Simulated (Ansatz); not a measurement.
Mean errors over 7 bond dissociation energies

Ansatz 0.2.0, basis cc-pVTZ; geometries are PBE0/def2-TZVP minima. Wave-function levels freeze the cores; HF, MP2 and coupled cluster are restricted for singlets and unrestricted otherwise, atoms included. The reference is CCSDT(Q) (coupled cluster only where its series has nearly closed). An error is the level's value less the reference. None of these values is a measured one. Energies are electronic, without zero-point terms. No spin–orbit coupling and no scalar relativity. The species are chosen: bound, without strong static correlation by their natural occupations or amplitudes, in their lowest spin state as far as vertical gaps and like structures tell, and with a ladder that closes on the reference, so errors are smaller than for species at large; levels whose determinant breaks symmetry or spin markedly are left out.

```json
{"species": "H2B–NH, doublet (B–N 1.329, B–H 1.203/1.210, N–H 0.999, angles at N 164°, angles at B 119/120/121°)", "quantity": "B–H bond energy, to HB–NH (singlet) + H", "reference": "CCSDT(Q)", "value (kcal/mol)": "25.8", "error HF": "3.5", "error MP2": "-10.5", "error CCSD": "1.5", "error CCSD(T)": "-0.3", "error CCSDT": "0.2"}
{"species": "HON, triplet (N–O 1.310, O–H 0.972, angle at O 109°)", "quantity": "O–H bond energy, to NO (doublet) + H", "reference": "CCSDT(Q)", "value (kcal/mol)": "26.9", "error HF": "7.3", "error MP2": "-5.4", "error CCSD": "2.6", "error CCSD(T)": "0.2", "error CCSDT": "0.5"}
{"species": "CH4, singlet (C–H 1.090, angles at C 109°)", "quantity": "C–H bond energy, to CH3 (doublet) + H", "reference": "CCSDT(Q)", "value (kcal/mol)": "111.2", "error HF": "-25.9", "error MP2": "-0.7", "error CCSD": "-1.0", "error CCSD(T)": "0.0", "error CCSDT": "0.0"}
{"species": "NH4⁺, singlet (N–H 1.024, angles at N 109°)", "quantity": "N–H bond energy, to NH3⁺ (doublet) + H", "reference": "CCSDT(Q)", "value (kcal/mol)": "131.8", "error HF": "-30.7", "error MP2": "1.1", "error CCSD": "-1.2", "error CCSD(T)": "0.0", "error CCSDT": "-0.1"}
{"species": "HB–AlH2, doublet (B–Al 2.037, B–H 1.188, Al–H 1.587, angles at Al 118/123°, angles at B 180°)", "quantity": "Al–H bond energy, to HB–AlH (triplet) + H", "reference": "CCSDT(Q)", "value (kcal/mol)": "72.0", "error HF": "-9.6", "error MP2": "-3.2", "error CCSD": "1.4", "error CCSD(T)": "0.2", "error CCSDT": "0.1"}
{"species": "H2B–AlH, doublet (B–Al 1.995, B–H 1.197, Al–H 1.587, angles at Al 180°, angles at B 119/121°)", "quantity": "B–H bond energy, to HB–AlH (triplet) + H", "reference": "CCSDT(Q)", "value (kcal/mol)": "88.4", "error HF": "-19.6", "error MP2": "-2.4", "error CCSD": "-0.2", "error CCSD(T)": "0.1", "error CCSDT": "0.0"}
{"species": "H3C–Cl, singlet (C–Cl 1.773, C–H 1.087, angles at C 109/110°)", "quantity": "C–H bond energy, to H2C–Cl (doublet) + H", "reference": "CCSDT(Q)", "value (kcal/mol)": "106.0", "error HF": "-22.6", "error MP2": "-0.1", "error CCSD": "-0.4", "error CCSD(T)": "0.1", "error CCSDT": "0.0"}
```

```csv
level,mean absolute error (kcal/mol),mean signed error,largest error
CCSDT,0.1,0.1,0.5 (HON)
CCSD(T),0.2,0.1,-0.3 (H2B–NH)
CCSD,1.2,0.4,2.6 (HON)
MP2,3.3,-3.0,-10.5 (H2B–NH)
HF,17.0,-13.9,-30.7 (NH4⁺)
```
